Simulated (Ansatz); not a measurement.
A calculation on hcp Re returned lattice constant a 2.738 Å, lattice parameter c 4.416 Å, equilibrium volume per atom 14.33 Å³/atom, bulk modulus 405 GPa, cohesive energy 9.66 eV/atom.

For reference: lattice constant a 2.761 Å (measured, 293 K, no zero-point or thermal correction; as tabulated in Wikipedia's data pages); lattice parameter c 4.458 Å (measured, 293 K, no zero-point or thermal correction; as tabulated in Wikipedia's data pages); equilibrium volume per atom 14.62 Å³/atom (measured, copied from a table, unchecked, extrapolated to 0 K and zero-point effects removed; as tabulated in Lejaeghere et al. (2013), arXiv:1204.2733); bulk modulus 369 GPa (measured, zero-point energy and finite temperature contributions removed, our sources range from 369 to 381; as tabulated in doi:10.1021/acs.jctc.3c00612).

Which level of theory produced these numbers?
A. r²SCAN (Ansatz, a quantum-chemistry and plane-wave program)
B. LDA (Ansatz)
C. revPBE (Ansatz)
D. rVV10 (Ansatz)

B, LDA (Ansatz)

The others give: revPBE 2.782 Å, 4.494 Å, 15.06 Å³/atom, 356 GPa, 7.24 eV/atom; r²SCAN 2.758 Å, 4.461 Å, 14.70 Å³/atom, 388 GPa, 7.54 eV/atom; rVV10 2.795 Å, 4.518 Å, 15.29 Å³/atom, 351 GPa, 8.16 eV/atom.

Unless a cell is named, each level is at its own relaxed cell (LDA 14.33, r²SCAN 14.70, revPBE 15.06, rVV10 15.29 Å³/atom).

Ansatz's density-functional and Hartree–Fock values are scalar-relativistic unless marked +SOC, with PAW data made under PBE.
